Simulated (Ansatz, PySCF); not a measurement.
Species: C3H3, charge 0, multiplicity 2. It need not be the lowest isomer of its formula. 
Structure (B3LYP-D3(BJ)/def2-TZVP (Ansatz, an electronic-structure program) minimum search):
SMILES: C1=[C]C1
```xyz
6

C     -0.0052    -0.1070     0.8407
C     -0.0136    -0.6985    -0.5211
C      0.0146     0.5694    -0.6193
H      0.9105    -0.0873     1.4256
H     -0.9230    -0.0470     1.4195
H      0.0376     1.5512    -1.0470
```
Charge 0, spin multiplicity 2.

Wanted: atomisation energy (electronic, to ground-state atoms), in kcal/mol. Cores are frozen in the correlated levels unless marked. Open shells are spin-unrestricted. Spin-orbit coupling is left out. Non-relativistic. The coupled-cluster limit lacks core correlation, which all-electron functionals hold. Basis-set limits of correlation are two-point, X^-3; Hartree-Fock from the larger set. [CCSD(T)-MP2]/basis is that difference in the basis named.

```
level                                                     program  atomisation energy (kcal/mol)
-------------------------------------------------  --------------  -----------------------------
HF/aug-cc-pVDZ                                             Ansatz                          393.7
B3LYP-D4/def2-TZVPD                                Ansatz + dftd4                          566.7
PW6B95-D3(BJ)/def2-TZVPD                            PySCF + dftd3                          571.2
PW6B95/def2-TZVPD                                           PySCF                          570.4
HSE06-D3(BJ)/def2-TZVPD                            Ansatz + dftd3                          576.1
HSE06/def2-TZVPD                                           Ansatz                          575.0
CAM-B3LYP/def2-TZVPD                                       Ansatz                          565.6
B2GP-PLYP-D3(BJ)/def2-TZVPD                        Ansatz + dftd3                          559.0
B2GP-PLYP/def2-TZVPD                                       Ansatz                          558.0
B2PLYP-D3(BJ)/def2-TZVPD                           Ansatz + dftd3                          561.8
RI-MP2/cc-pVQZ                                             Ansatz                          565.9
SCS-MP2/6-31G*                                             Ansatz                          514.1
SCS-MP2/aug-cc-pVDZ                                        Ansatz                          521.6
RI-MP2/CBS(cc-pVTZ,cc-pVQZ)+[CCSD(T)-MP2]/cc-pVDZ          Ansatz                          562.8
RI-MP2/CBS(cc-pVTZ,cc-pVQZ)+[CCSD(T)-MP2]/cc-pVTZ          Ansatz                          563.1
```

The UHF reference is spin-contaminated (<S^2> 0.14 over the pure value in the largest basis).
